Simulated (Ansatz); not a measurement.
# SiH₄S (triplet): the correlation ladder at distance Si1–H5 along a hydrogen transfer = 1.927 Å, cc-pVDZ

The task here is to estimate one member of a computed series from the others.

Method: cc-pVDZ, core rule «outside noble gas», up to 10 orbitals frozen; program: Ansatz 0.2.0, Gaussian basis.

Plan: UHF; CCSD(T) on ROHF; CCSD(T) on UHF; BCCD(T) on ROHF; CISD; CCSDT(Q) on ROHF; CCSDT(Q) on UHF; CASSCF and MRCISD+Q, 4 electrons in 4 orbitals; CASSCF and NEVPT2, 4 electrons in 4 orbitals.

11 further runs of the same task are left out: 1 for a mislabelled method, 10 that didn't finish.

## The system

The geometry derives from fragments relaxed apart (PBE0/def2-TZVP) and kept rigid, so it is no stationary point. A hydrogen atom is moved between rigid fragments.

6 atoms, charge 0, spin multiplicity 3.

Atoms are counted from 1 here; the program's logs count them from 0.

Bond lengths: Si1–H2 1.485 Å, Si1–H3 1.485 Å, Si1–H4 1.485 Å, H5–S6 1.380 Å. Angles: H2–Si1–H3 109.5°, H2–Si1–H4 109.5°, H3–Si1–H4 109.5°.

The first run:

File in.yaml:

```yaml
crystal:
  periodic: [false, false, false]
  atoms:
    - {symbol: Si, position_ang: [-1.659101, 0.000000, 0.000000]}
    - {symbol: H, position_ang: [-2.153973, 1.399708, 0.000000]}
    - {symbol: H, position_ang: [-2.153972, -0.699854, 1.212183]}
    - {symbol: H, position_ang: [-2.153973, -0.699854, -1.212182]}
    - {symbol: H, position_ang: [0.267899, 0.000000, 0.000000]}
    - {symbol: S, position_ang: [1.647899, 0.000000, 0.000000]}
basis:
  gaussian: {orbitals: cc-pVDZ}
magnetization: {spin_polarized: true, initial_magnetization: 2}
hamiltonian: {xc: hf}
output: {orbitals: {seedname: orbitals}}
```

Started as:

```sh
ansatz run in.yaml --threads 1 --pin off --events-out ev --progress --plain --max-ram 2393MiB
```

Steps of the session up to this table: UHF; CCSD(T) on ROHF; CCSD(T) on UHF; BCCD(T) on ROHF; CISD; CCSDT(Q) on ROHF; CCSDT(Q) on UHF; CASSCF and MRCISD+Q, 4 electrons in 4 orbitals; CASSCF and NEVPT2, 4 electrons in 4 orbitals.

One table of the session follows, with a row left open; its other results are not shown here.

| method | from UCCSDT(Q) (kJ/mol) |
| --- | --- |
| ROHF | +730.0 |
| UHF | +710.0 |
| RMP2 | +139.6 |
| UMP2 | +141.8 |
| CISD | ? |
| RCCSD | +18.5 |
| UCCSD | +18.0 |
| RCCSD(T) | +3.7 |
| UCCSD(T) | +3.7 |
| BCCD(T) | +3.6 |
| RCCSDT | +0.8 |
| UCCSDT | +0.8 |
| RCCSDT(Q) | 0.0 |
| UCCSDT(Q) | 0 |

**Question.** Estimate the row for CISD.

The run gave: from UCCSDT(Q) (kJ/mol): +84.0. In the column «from UCCSDT(Q) (kJ/mol)» it lies between RCCSD (+18.5) and RMP2 (+139.6).

Left out of the table: CASSCF pair, NEVPT2 pair, MRCISD pair, MRCISD+Q pair (the active space lost an orbital or holds another state than full CI finds).

To keep in mind: Restricted and unrestricted rows rest on different reference determinants; where their highest levels disagree by more than a few hundredths of an eV, they describe different states and don't form one ladder. Warnings in the runs' records: passed over end.
